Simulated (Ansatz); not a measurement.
# SiNH2+ (SMILES [NH+]#[SiH]): functionals against CCSD(T) at one geometry

One table from this session's results is given with a row withheld; the runs are named, their logs left out.

Program: Ansatz 0.2.0, Gaussian basis. Level of theory: single points in def2-TZVPP. These are calculated values, not measurements.

Cores are frozen in the correlated methods. B3LYP uses VWN-RPA correlation.

## Starting geometry

SMILES `[NH+]#[SiH]`, 4 atoms, charge 1, spin multiplicity 1.

Atoms are counted from 1 here; the program's logs count them from 0.

Bond lengths: N1–Si2 1.537 Å, N1–H3 1.152 Å, Si2–H4 1.448 Å. Angles: Si2–N1–H3 164.1°, N1–Si2–H4 172.1°.

Coordinates:

```xyz
4
H2NSi
N     0.4106   -0.5945    0.5068
Si   -0.1907    0.4609   -0.4343
H     0.6176   -1.2973    1.3961
H    -0.7541    1.3136   -1.4596
```

Set-up of the first run:

The input, run/in.yaml:

```yaml
crystal:
  periodic: [false, false, false]
  atoms:
    - {symbol: N, position_ang: [0.410600, -0.594500, 0.506800]}
    - {symbol: Si, position_ang: [-0.190700, 0.460900, -0.434300]}
    - {symbol: H, position_ang: [0.617600, -1.297300, 1.396100]}
    - {symbol: H, position_ang: [-0.754100, 1.313600, -1.459600]}
basis:
  gaussian: {orbitals: def2-TZVPP}
total_charge: 1
correlation: {method: ccsd_t}
output: {forces: true}
```

The command line of these runs was not kept.

Steps of the session up to this table: CCSD(T)/def2-TZVPP; PBE0-D4/def2-TZVPP; wB97M-V/def2-TZVPP; r2SCAN-D4/def2-TZVPP; PBE-D4/def2-TZVPP; LC-wPBE/def2-TZVPP; B3LYP-D4/def2-TZVPP.

One table of the session follows, with a row left open; its other results are not shown here.

| method | RMS force component (eV/Å) | angle to CCSD(T) forces (°) |
| --- | --- | --- |
| CCSD(T) | 1.639 | reference |
| PBE0-D4 | 1.631 | 15.6 |
| wB97M-V | 1.599 | 16.9 |
| r2SCAN-D4 | 1.594 | 10.4 |
| PBE-D4 | ? | ? |
| LC-wPBE | 1.694 | 25.2 |
| B3LYP-D4 | 1.579 | 12.4 |

Estimate the missing values for PBE-D4.

As computed: RMS force component (eV/Å): 1.538; angle to CCSD(T) forces (°): 4.5. In the column «RMS force component (eV/Å)» it is the lowest.

Caveats from the session: CCSD(T) in triple zeta still lacks some correlation energy of the bonds, so part of these gaps is its own basis error and they don't rank the functionals. The T1 diagnostic is large here, over the usual mark for main-group molecules (transition-metal compounds often pass it harmlessly), so CCSD(T) itself may be off.
